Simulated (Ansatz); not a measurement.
## GeH⁻, triplet in aug-cc-pVDZ: errors against full CI

Geometry: that of the GeH⁻, singlet, kept fixed.

```xyz
2

Ge    0.0000    0.0000    0.0000
H     0.0000    0.0000    1.6332
```

Basis aug-cc-pVDZ; Ansatz 0.2.0. Correlated methods freeze the noble-gas cores and the filled d shells of p-block atoms, which leaves 6 electrons in 31 orbitals. R marks a restricted (for open shells ROHF) determinant, U an unrestricted one. Active spaces: valence = (6e, 5o) chosen from the atoms' valence shells. No spin–orbit coupling is included, and no scalar relativity.

Full CI is exact within this basis and frozen core; it isn't the basis-set limit. The frozen core follows each run's orbitals, which can shift R against U totals by a few meV for light atoms and by up to 0.1 eV past Ca.

For open shells CISD is restricted-active-space CI with the open shells as a complete middle space.

- UHF ⟨S²⟩: 2.022
- T1 diagnostic (RCCSD): 0.0208
- largest doubles amplitude (RCCSD): 0.066

```json
{"level": "RMP2", "E − E(RHF) (eV)": "-2.2297"}
{"level": "RCCSD", "E − E(RHF) (eV)": "-2.7799"}
{"level": "RCCSD(T)", "E − E(RHF) (eV)": "-2.8618"}
```

Problem. Estimate how far full CI in aug-cc-pVDZ lies from RCCSD(T). The table doesn't fix it; the size of (T) and the diagnostics are the guide.

Solution. Full CI in aug-cc-pVDZ lies 2.3 kJ/mol below RCCSD(T), which is 30 % of the (T) step (-7.9 kJ/mol). The diagnostics give no warning, yet the rest is a sizeable part of (T).

The other levels:

```
                   level  E − E(full CI) (kJ/mol)  share of correlation (%)  wall time
                    CISD                     18.9                     93.22     0.75 s
                 BCCD(T)                      2.3                     99.16      1.1 s
                  RCCSDT                      0.4                     99.86          –
               RCCSDT(Q)                      0.1                     99.98      3.4 s
  CASSCF (valence space)                    232.3                     16.59          –
  NEVPT2 (valence space)                     66.0                     76.30     0.87 s
  MRCISD (valence space)                     14.7                     94.73          –
MRCISD+Q (valence space)                     -0.7                    100.26      1.1 s
```

The correlation energy at full CI, counted from RHF, is -2.886 eV. That run took 41 s on 1 thread of Intel Xeon 6975P-C, shared host over 5,037,396 determinants.

Run but not shown, since their state or frozen core can't be matched to the reference's or they repeat it: UHF, UMP2, UCCSD, UCCSD(T), UCCSDT, UCCSDT(Q).

Times hold each run's SCF and search for its determinant on a shared host, so for small cases they say little of a method's own cost; they ran on 1 thread of Intel Xeon 6975P-C.

Not variational, and here over 5 meV under the exact energy: MRCISD+Q (valence space).

The full-CI state has the irrep A2 of C2v, in the program's axes (one component, if the state is degenerate).

Natural occupations of full CI about the gap: 1.948 1.917 0.982 0.982 0.044 0.016 0.016 0.015 0.013 0.013; effectively unpaired electrons, Σ n²(2−n)², 2.05.
